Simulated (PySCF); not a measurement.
Simulated P 2p region for `P` (PH3), binding energy against the vacuum level.

Every computed line was given a Gaussian of 1.0 eV full width at half maximum and an area set by the number of equivalent atoms (split 2:1 within a doublet); the highest printed point is 100. Computed, not measured: delta-SCF UKS SCAN, pcX-2 on the ionised atom, pcseg-1 elsewhere, spin-free X2C in PySCF.

binding energy (eV), intensity and a bar:
```
    135.6          0 
    135.7          0 
    135.8          1 
    135.9          2 
    136.0          3 #
    136.1          6 ##
    136.2         10 ###
    136.3         16 #####
    136.4         25 #######
    136.5         35 ###########
    136.6         48 ##############
    136.7         62 ##################
    136.8         75 #######################
    136.9         87 ##########################
    137.0         95 #############################
    137.1        100 ##############################
    137.2        100 ##############################
    137.3         97 #############################
    137.4         91 ###########################
    137.5         84 #########################
    137.6         78 #######################
    137.7         72 ######################
    137.8         67 ####################
    137.9         62 ###################
    138.0         57 #################
    138.1         51 ###############
    138.2         45 #############
    138.3         38 ###########
    138.4         30 #########
    138.5         23 #######
    138.6         17 #####
    138.7         12 ###
    138.8          8 ##
    138.9          5 #
    139.0          3 #
    139.1          2 
    139.2          1 
    139.3          0 
    139.4          0
```

Count the maxima, the lines and the sites behind this envelope.

The curve has 1 maximum (at 137.2 eV). Under it lie 2 lines from 1 inequivalent phosphorus site, drawn as a 2p3/2, 2p1/2 pair. At this width some lines have no maximum of their own.

Decompose the envelope and assign each component. Numbering: `[PH3:1]`.

| position (eV) | relative area | line | atoms | environment |
| --- | --- | --- | --- | --- |
| 137.10 | 0.67 | P 2p3/2 | P1 | phosphine phosphorus |
| 137.99 | 0.33 | P 2p1/2 | P1 | phosphine phosphorus |

Shake-up satellites, vibrational structure and lifetime widths aren't simulated. Spin–orbit coupling isn't in the SCF: each 2p doublet comes from a relaxed spin-free hole plus a matrix of the shell (mean-field spin–orbit coupling and the ground-state 2p splitting), with 2p3/2 averaged over its two sublevels. 2p1/2 minus 2p3/2 (ligand field included): P 0.89 eV. Geometry: PBE0-D3(BJ)/def2-SVP; no solvent, vibrations or thermal averaging.
